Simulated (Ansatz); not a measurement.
Cost and result for the atomization energy of `NC1(F)CO1` (9 atoms, 9 bonds).

Cartesian coordinates in Å:
```
N -0.854 0.552 -0.886
C -0.182 0.117 0.260
F -1.003 -0.103 1.339
C 1.063 -0.625 0.231
O 0.975 0.771 0.595
H -1.240 1.477 -0.743
H -1.602 -0.083 -1.131
H 1.550 -0.816 -0.720
H 1.294 -1.290 1.057
```

Charge 0, multiplicity 1. The structure was optimised at the PBE0-D4/def2-TZVP level. It is one conformer, not always the lowest. Program: Ansatz. Hardware: A = 2 threads of an AMD EPYC 7R13 on a shared host; B = 2 threads of an AMD EPYC 7R13 on a shared host and a share of an NVIDIA H100 80 GB. Times are those of one run each, without the atoms' runs, and a repeat can differ threefold. Electronic energies, without spin–orbit coupling; frozen cores. CCSD(T)/CBS extrapolates def2-TZVPP and def2-QZVPP, and its time is that of the two runs behind it. T1 = 0.012. B3LYP takes the VWN-RPA correlation (the form of Gaussian; ORCA's B3LYP/G).

CCSD(T)/CBS is a level of theory with its own doubt, some kJ/mol a heavy atom from the limit and from the frozen cores, so smaller differences don't rank the functionals.

```tsv
level	functions	wall time
PBE-D4/def2-TZVPP (with forces) [A]	211	2.3 s
PBE0-D4/def2-TZVPP [A]	211	2.7 s
B3LYP-D4/def2-TZVPP (with forces) [A]	211	3.2 s
r2SCAN-D4/def2-TZVPP (with forces) [A]	211	3.9 s
B2PLYP/def2-TZVPP [A]	211	4.7 s
ωB97X-V/def2-TZVPP [A]	211	6 s
ωB97M-V/def2-TZVPP (with forces) [A]	211	8.5 s
CCSD(T)/def2-TZVPP [B]	211	9.5 s
CCSD(T)/def2-QZVPP [B]	405	37 s
CCSD(T)/CBS(def2)	–	46 s
```

(1) What atomization energy does each give, and how far from CCSD(T)/CBS? (An estimate is asked.)

Answers

(1) Computed: 
| level | atomization (kcal/mol) | difference from CCSD(T)/CBS | per bond |
| --- | --- | --- | --- |
| PBE-D4/def2-TZVPP (with forces) [A] | 879.1 | 39.4 | 4.4 |
| PBE0-D4/def2-TZVPP [A] | 849.6 | 9.9 | 1.1 |
| B3LYP-D4/def2-TZVPP (with forces) [A] | 841.3 | 1.6 | 0.2 |
| r2SCAN-D4/def2-TZVPP (with forces) [A] | 845.0 | 5.3 | 0.6 |
| B2PLYP/def2-TZVPP [A] | 833.0 | -6.7 | -0.7 |
| ωB97X-V/def2-TZVPP [A] | 847.4 | 7.7 | 0.9 |
| ωB97M-V/def2-TZVPP (with forces) [A] | 847.3 | 7.6 | 0.8 |
| CCSD(T)/def2-TZVPP [B] | 814.7 | -25.0 | -2.8 |
| CCSD(T)/def2-QZVPP [B] | 829.5 | -10.2 | -1.1 |
| CCSD(T)/CBS(def2) | 839.7 | 0.0 | 0.0 |

In def2-TZVPP, CCSD(T) changes the Hartree–Fock value by +257.7 kcal/mol (the triples alone add +17.3 kcal/mol) and MP2 by +283.2 kcal/mol; breaking electron pairs costs correlation energy, which Hartree–Fock lacks. From PBE to PBE0 (25 % exact exchange), in def2-TZVPP and without D4, the atomization energy moves by −28.9 kcal/mol: exact exchange takes away binding that semilocal exchange gives to molecules. The D4 term adds +5.1 kcal/mol with B3LYP and +2.6 kcal/mol with PBE0; it sums over pairs of atoms, weighted by their polarisabilities, and B3LYP, whose exchange is more repulsive, gets the larger term.
